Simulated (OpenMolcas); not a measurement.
# BNH4 (SMILES BN): levels of theory compared

We compute a comparison of 6 runs (HF/STO-3G, B3LYP/STO-3G, M06-2X/STO-3G, r2SCAN/STO-3G, MP2/STO-3G, CCSD(T)/STO-3G) of BNH4. 

The results are computed with OpenMolcas 26.06.

4 further runs of the same task are left out: 4 set aside as unsound or not needed.

## 1. The molecule

BNH4: 6 atoms, total charge 0, spin state singlet. As SMILES, `BN`. The N2–H5 distance was set to 1.509 Å, away from the relaxed value. At this shape a bond of the SMILES string is far longer than usual.

Bond lengths: B1–N2 1.385 Å, B1–H3 1.197 Å, B1–H4 1.197 Å, N2–H6 1.006 Å. Angles: B1–N2–H6 123.2°, N2–B1–H3 119.0°, N2–B1–H4 119.0°, H3–B1–H4 122.0°. A long bond or contact: N2–H5 1.509 Å.

## 2. A single-point energy at HF/STO-3G (run 1)

run.inp reads:

```
&GATEWAY
  BASLIB = $CurrDir
  COORD
  6
  bohr
  B      0.01067317    -1.88546290     0.64287349
  N      0.52902505     0.67889545     0.71165952
  H      0.67963622    -3.18635037     2.36838241
  H     -1.09254894    -2.73413891    -1.14027208
  H     -0.22979070     2.48253321    -1.36211459
  H      1.44724297     1.51793385     2.14879624
  BASIS = STO-3G
  GROUP = NoSym

&SEWARD

&SCF
  THRESHOLDS = 1e-10 1e-07 1e-07 1e-05
  PRORBITALS = 1 1
```

The basis set STO-3G is read from a file made from the Basis Set Exchange's data (not shown).

Command:

```bash
export MOLCAS_MEM=1860
pymolcas run.inp > run.log
```

Standard output:

```text
--- Start Module: gateway ---
[...]
--- Stop Module: gateway /rc=_RC_ALL_IS_WELL_ ---
--- Start Module: seward ---
[...]
      Basis functions           14
--- Stop Module: seward /rc=_RC_ALL_IS_WELL_ ---
--- Start Module: scf ---
[...]
       Convergence after  10 Iterations
[...]
::    Total SCF energy                                -80.3394056517
[...]
      Total spin, S                                     0.0000000000
[...]
      Total electronic charge=   16.000000
      Total            charge=   -0.000000
[...]
      Dipole Moment (debye):
      Origin of the operator (angstrom)=    0.1519   -0.2403    0.3475
                   X=  3.3080E-01               Y=  1.8147E+00               Z= -1.8778E-02           Total=  1.8447E+00
      Quadrupole Moment (debye*angstrom):
[...]
--- Stop Module: scf /rc=_RC_ALL_IS_WELL_ ---
[...]
```

Wall time 1.6 s (1 thread of Arm Neoverse V1, shared host); peak memory 0.37 GiB.

## 3. A single-point energy at B3LYP/STO-3G (run 2)

run.input reads:

```
&gateway
  baslib=$CurrDir
  coord
  6
  bohr
  B      0.01067317    -1.88546290     0.64287349
  N      0.52902505     0.67889545     0.71165952
  H      0.67963622    -3.18635037     2.36838241
  H     -1.09254894    -2.73413891    -1.14027208
  H     -0.22979070     2.48253321    -1.36211459
  H      1.44724297     1.51793385     2.14879624
  basis=STO-3G
  group=NoSym

&seward
  gridinput
  Grid=UltraFine
  End of Grid

&scf
  ksdft=B3LYP
  thresholds=1e-10 1e-07 1e-07 1e-05
  prorbitals=1 1
```

The basis set STO-3G is read from a file made from the Basis Set Exchange's data (not shown).

Command:

```bash
export MOLCAS_MEM=1860
pymolcas run.input > run.log
```

Standard output:

```text
--- Start Module: gateway ---
[...]
--- Stop Module: gateway /rc=_RC_ALL_IS_WELL_ ---
--- Start Module: seward ---
[...]
      Basis functions           14
--- Stop Module: seward /rc=_RC_ALL_IS_WELL_ ---
--- Start Module: scf ---
[...]
       Convergence after  11 Iterations
[...]
::    Total KS-DFT energy                             -80.9034721151
[...]
      Total spin, S                                     0.0000000000
[...]
      Total electronic charge=   16.000000
      Total            charge=   -0.000000
[...]
      Dipole Moment (debye):
      Origin of the operator (angstrom)=    0.1519   -0.2403    0.3475
                   X=  4.3937E-01               Y=  2.1713E+00               Z=  5.9656E-02           Total=  2.2161E+00
      Quadrupole Moment (debye*angstrom):
[...]
--- Stop Module: scf /rc=_RC_ALL_IS_WELL_ ---
[...]
```

It took 4.8 s on 1 thread of Arm Neoverse V1, shared host; peak memory 0.37 GiB.

Run 3 isn't shown in full; the table further down has it.

## 4. A single-point energy at r2SCAN/STO-3G (run 4)

run.input reads:

```
>>> EXPORT MOLCAS_PRINT=2

&GATEWAY
  BasLib = $CurrDir
  Coord
  6
  bohr
  B      0.01067317    -1.88546290     0.64287349
  N      0.52902505     0.67889545     0.71165952
  H      0.67963622    -3.18635037     2.36838241
  H     -1.09254894    -2.73413891    -1.14027208
  H     -0.22979070     2.48253321    -1.36211459
  H      1.44724297     1.51793385     2.14879624
  Basis = STO-3G
  Group = NoSym

&SEWARD
  GridInput
  Grid=UltraFine
  End of Grid

&SCF
  KSDFT = 2
  1.0 MGGA_X_R2SCAN
  1.0 MGGA_C_R2SCAN
  Thresholds = 1e-10 1e-07 1e-07 1e-05
  PrOrbitals = 1 1
```

The basis set STO-3G is read from a file made from the Basis Set Exchange's data (not shown).

Command:

```bash
export MOLCAS_MEM=1860
pymolcas run.input > run.log
```

Standard output:

```text
--- Start Module: gateway ---
[...]
--- Stop Module: gateway /rc=_RC_ALL_IS_WELL_ ---
--- Start Module: seward ---
[...]
      Basis functions           14
--- Stop Module: seward /rc=_RC_ALL_IS_WELL_ ---
--- Start Module: scf ---
[...]
       Convergence after  13 Iterations
[...]
::    Total KS-DFT energy                             -80.8504769691
[...]
      Total spin, S                                     0.0000000000
[...]
      Total electronic charge=   16.000000
      Total            charge=   -0.000000
[...]
      Dipole Moment (debye):
      Origin of the operator (angstrom)=    0.1519   -0.2403    0.3475
                   X=  4.5021E-01               Y=  2.1887E+00               Z=  7.3955E-02           Total=  2.2358E+00
      Quadrupole Moment (debye*angstrom):
[...]
--- Stop Module: scf /rc=_RC_ALL_IS_WELL_ ---
[...]
```

Run time: 6.3 s. Hardware: 1 thread of Arm Neoverse V1, shared host; peak memory 0.37 GiB.

Run 5 isn't shown in full; the table further down has it.

## 5. The energy at CCSD(T)/STO-3G (run 6)

run.input reads:

```
&GATEWAY
 BasLib=$CurrDir
 Coord
 6
 bohr
 B      0.01067317    -1.88546290     0.64287349
 N      0.52902505     0.67889545     0.71165952
 H      0.67963622    -3.18635037     2.36838241
 H     -1.09254894    -2.73413891    -1.14027208
 H     -0.22979070     2.48253321    -1.36211459
 H      1.44724297     1.51793385     2.14879624
 Basis=STO-3G
 Group=NoSym

&SEWARD

&SCF
 Thresholds=1e-10 1e-07 1e-07 1e-05
 PrOrbitals=1 1

&RASSCF
 FileOrb=$Project.ScfOrb
 Spin=1
 Nactel=0 0 0
 Inactive=8
 Ras2=0
 OutOrbitals=Canonical
 OrbListing=Nothing

&MOTRA
 JobIph
 Frozen=2

&CCSDT
 CCT
 Triples=2
 Iterations=80
 Accuracy=1e-08
 Extrapolation=5 4
```

The basis set STO-3G is read from a file made from the Basis Set Exchange's data (not shown).

Command:

```bash
export MOLCAS_MEM=1860
pymolcas run.input > run.log
```

Standard output:

```text
--- Start Module: gateway ---
[...]
--- Stop Module: gateway /rc=_RC_ALL_IS_WELL_ ---
[...]
      Basis functions           14
[...]
       Convergence after  10 Iterations
[...]
::    Total SCF energy                                -80.3394056517
[...]
      Total spin, S                                     0.0000000000
[...]
      Number of active orbitals                  0
[...]
      Spin quantum number                      0.0
[...]
      Active orbitals                            0
[...]
      Number of CSFs                             1
[...]
      Number of root(s) required                 1
[...]
      Convergence after  4 iterations
[...]
      Natural orbitals and occupation numbers for root  1
      ************************************************************************************************************************
      *                                                    Final results                                                     *
      ************************************************************************************************************************
[...]
::    RASSCF root number  1 Total energy:    -80.33940565
[...]
      Total electronic charge=   16.000000
      Total            charge=   -0.000000
[...]
      Dipole Moment (debye):
      Origin of the operator (angstrom)=    0.1519   -0.2403    0.3475
                   X=  3.3080E-01               Y=  1.8147E+00               Z= -1.8778E-02           Total=  1.8447E+00
      Quadrupole Moment (debye*angstrom):
[...]
--- Start Module: motra ---
[...]
      *** WARNING: Default frozen orbitals is overwritten by user input.
      *** Default values:   2
[...]
--- Stop Module: motra /rc=_RC_ALL_IS_WELL_ ---
--- Start Module: ccsdt ---
[...]
      Convergence after                    16  Iterations
      Total energy (diff) :     -80.49560593      -0.00000000
[...]
 METHOD                       : CCSD+T(CCSD)+<T3(1)WT1> = CCSD(T)
[...]
       CCSD     =       -80.4956059325723
[...]
--- Stop Module: ccsdt /rc=_RC_ALL_IS_WELL_ ---
[...]
```

Run time: 2.2 s. Hardware: 1 thread of Arm Neoverse V1, shared host; peak memory 0.37 GiB.

## 6. The series

| run | level | integration grid | frozen core orbitals | energy (Eh) | dipole moment (D) of the reference | HOMO energy (eV) | LUMO energy (eV) | wall time |
| --- | --- | --- | --- | --- | --- | --- | --- | --- |
| 1 | HF/STO-3G | – | – | -80.339406 | 1.84 | -9.88 | 7.54 | 1.6 s |
| 2 | B3LYP/STO-3G | UltraFine | – | -80.903472 | 2.22 | -5.98 | 1.70 | 4.8 s |
| 3 | M06-2X/STO-3G | UltraFine | – | -80.882549 | 2.22 | -7.70 | 3.50 | 5.1 s |
| 4 | r2SCAN/STO-3G | UltraFine | – | -80.850477 | 2.24 | -5.00 | 0.93 | 6.3 s |
| 5 | MP2/STO-3G | – | 2 | -80.455550 | 1.84 | -9.88 | 7.54 | 1.6 s |
| 6 | CCSD(T)/STO-3G | – | 2 | -80.498793 | 1.84 | -9.88 | 7.54 | 2.2 s |

## 7. Results

| quantity | value |
| --- | --- |
| run 6: total energy | -80.49879 Eh |
| run 6: dipole moment (mean-field density) | 1.84 D |
| run 6: HOMO energy (Hartree–Fock orbitals) | -9.88 eV |
| run 6: LUMO energy (Hartree–Fock orbitals) | 7.54 eV |
| run 6: HOMO–LUMO gap (Hartree–Fock orbitals) | 17.42 eV |
| run 6: correlation energy (2 core orbitals frozen) | -159.4 mEh |
| run 6: (T) correction | -3.19 mEh |

What this shows: Below the HF energy at the same shape and in the same basis (STO-3G): MP2 -116.1 mEh; CCSD(T) -159.4 mEh. Over runs 1, 2, 3, 4 the dipole moment (its size) runs from 1.84 D (HF/STO-3G) to 2.24 D (r2SCAN/STO-3G). Over runs 1, 2, 3, 4 the HOMO–LUMO gap runs from 5.93 eV (r2SCAN/STO-3G) to 17.42 eV (HF/STO-3G). Exact exchange widens orbital gaps. Totals of different functionals can't be ranked against each other. In runs 1, 2, 3, 4, 5, 6 the basis is minimal, so the values are rough. All runs together took 22 s, the longest 6.3 s.
